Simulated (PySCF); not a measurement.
# PH3, singlet: data card

These are results of PySCF, B3LYP, basis P def2-TZVP, H def2-TZVP (no relativity, density fitting), not measurements.

The structure is a minimum.

```xyz
4
charge 0 multiplicity 1, angstrom
P     0.0000    0.0000    0.0684
H     1.1922    0.0000   -0.7008
H    -0.5961    1.0325   -0.7008
H    -0.5961   -1.0325   -0.7008
```

| Property | Result |
| --- | --- |
| Point group | C3v |
| Bond lengths | P–H 1.419 Å (×3) |
| Bond angles | H–P–H 93.4° (×3) |
| Lowest empty level | 0.53 eV |
| Zero-point energy | 62.7 kJ/mol |
| Enthalpy at 298.15 K above 0 K | 10.12 kJ/mol |
| Rotational constants | 4.461, 4.461, 3.923 cm⁻¹ |
| Rotational symmetry number | 3 |
| Entropy at 298.15 K and 1 bar | 210.1 J/(mol K) |
| Dipole moment | 0.62 D |
| Highest occupied level | -7.63 eV |
| Principal polarisabilities | 25.5, 26.7, 26.7 bohr³ |
| Atomisation energy without zero-point energy | 1022 kJ/mol |
| Heat capacity Cp at 298.15 K | 36.8 J/(mol K) |
| Principal quadrupole moments (Buckingham, traceless) about the centre of mass | -2.15, 1.07, 1.07 D Å |

Harmonic modes (masses in u: P 30.974, H 1.008):
| symmetry | ω (cm⁻¹) | IR (km/mol, summed over degenerate members) |
| --- | --- | --- |
| a1 | 1022 | 18.2 |
| e | 1142 | 20.3 |
| a1 | 2388 | 32.5 |
| e | 2396 | 129 |

In C3v the vibrations span 2a1 + 2e.

Charges (e):
| atom | Mulliken | Löwdin | polar tensor | Mayer order to P1 |
| --- | --- | --- | --- | --- |
| P1 | -0.16 | 0.01 | 0.29 | – |
| H2,3,4 | 0.05 | 0.00 | -0.10 | 0.98 |

Mulliken populations on P1: s 5.72, p 9.28, d 0.15, f 0.01.

Counting electrons, phosphorus keeps 2 of its valence electrons outside its bonds, so the VSEPR class is AX3E1 and the expected shape is trigonal pyramidal (C3v), as computed. The angle of 93° is close to 90°: the heavy centre bonds with nearly pure p orbitals and keeps its lone pair s-like.

The final relaxation and frequency run took 5.8 s on 2 threads of a shared Arm Neoverse V1 host, with 55 basis functions and 8 gradients; the process peaked at 0.72 GiB. Launch command: `OMP_NUM_THREADS=2 python axn.py task.json out`.
